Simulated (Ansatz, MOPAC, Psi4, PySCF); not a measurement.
Molecule: ClF, charge 0, multiplicity 1. SMILES: FCl
Structure (B3LYP-D3(BJ)/def2-TZVP (Ansatz, a quantum-chemistry and plane-wave program) minimum search):
```
F
Cl 1 1.6409
```
Charge 0, spin multiplicity 1.

Quantity: vertical ionisation energy to the doublet, in eV. Terms: 6-31G* and kin with 6d, 5d where marked; spin-orbit terms left out; valence correlation only; UHF or UKS for open shells; each state is the SCF solution reached for its charge and spin; non-relativistic; 6-311+G** with 5d, 6d on Na to Ar in Ansatz. CBS(X,Y): correlation extrapolated as X^-3; Hartree-Fock from the larger set. Ab initio and DFT rows: single points at B3LYP-D3(BJ) geometries (Ansatz). Semi-empirical rows: differences of heats of formation at the shared geometry for vertical values.

Measured values: CCCBDB table in ASE; they hold spin-orbit and core effects. 

Value to compare with, the measured value: 12.77 eV.

```json
[
 {"level": "PM3", "program": "MOPAC", "vertical ionisation energy to the doublet (eV)": "11.19", "error": "-1.58"},
 {"level": "HF/6-31G*", "program": "Ansatz", "vertical ionisation energy to the doublet (eV)": "12.07", "error": "-0.70"},
 {"level": "HF/6-311+G**", "program": "Ansatz", "vertical ionisation energy to the doublet (eV)": "12.26", "error": "-0.51"},
 {"level": "PBE/6-31G*", "program": "Ansatz", "vertical ionisation energy to the doublet (eV)": "12.21", "error": "-0.56"},
 {"level": "PBE/6-311+G**", "program": "Ansatz", "vertical ionisation energy to the doublet (eV)": "12.56", "error": "-0.21"},
 {"level": "B3LYP/3-21G", "program": "Ansatz", "vertical ionisation energy to the doublet (eV)": "12.49", "error": "-0.28"},
 {"level": "B3LYP/6-31G*", "program": "Ansatz", "vertical ionisation energy to the doublet (eV)": "12.55", "error": "-0.22"},
 {"level": "B3LYP/6-311+G**", "program": "Ansatz", "vertical ionisation energy to the doublet (eV)": "12.89", "error": "0.12"},
 {"level": "wB97X-D/6-31G*", "program": "Psi4", "vertical ionisation energy to the doublet (eV)": "12.66", "error": "-0.11"},
 {"level": "MP2/6-311+G**", "program": "Ansatz", "vertical ionisation energy to the doublet (eV)": "12.74", "error": "-0.03"},
 {"level": "M06-2X/def2-TZVPD", "program": "PySCF", "vertical ionisation energy to the doublet (eV)": "12.99", "error": "0.22"},
 {"level": "CCSD(T)/CBS(aug-cc-pV(T+d)Z,aug-cc-pV(Q+d)Z)", "program": "Ansatz", "vertical ionisation energy to the doublet (eV)": "12.90", "error": "0.13"}
]
```

Among the 10 habitual levels, PM3 lies farthest from the measured value (-1.58 eV) and MP2/6-311+G** nearest (-0.03); 1 of 10 lie above it, and their mean absolute error is 0.43 eV, the median 0.25. One case shows no general order.

The levels are drawn from those run, B3LYP/6-31G* more often than the rest, none by its result; runs whose electronic state is in doubt are left out.
